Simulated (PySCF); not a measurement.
**One molecule, a ladder of functionals, a line**

Molecule: `C/C=C/C(C)=O`, C₅H₈O.

Structure with atom numbers: `[CH3:1]/[CH:2]=[CH:3]/[C:4]([CH3:5])=[O:6]`. Each H is labelled by its parent atom.

GIAO shieldings (ppm, equivalent atoms averaged) in PySCF 2.14.0 with density-fitted response routines on the PBE0-D3(BJ)/def2-SVP geometry, basis pcSseg-1, gas phase, non-relativistic:

```tsv
functional	exact exchange (%)	σ(C1)
BLYP	0	152.3
BP86	0	156.8
PBE	0	157.3
PBE0	25	162.8
mPW1PW91	25	161.8
BHandHLYP	50	163.3
HF	100	171.8
```

(1) Fit each shielding as a line in the percentage of exact exchange.

(2) What does the line predict for B3LYP (20 %), and what does the run give?

Results:

(1) σ(C1) = 156.3 + 0.16 x (rms 2.0 ppm). The functionals also differ in their semilocal parts, which the line can't hold; Hartree–Fock has no correlation at all.

(2) σ(C1): 159.5 predicted, 157.3 computed ppm.
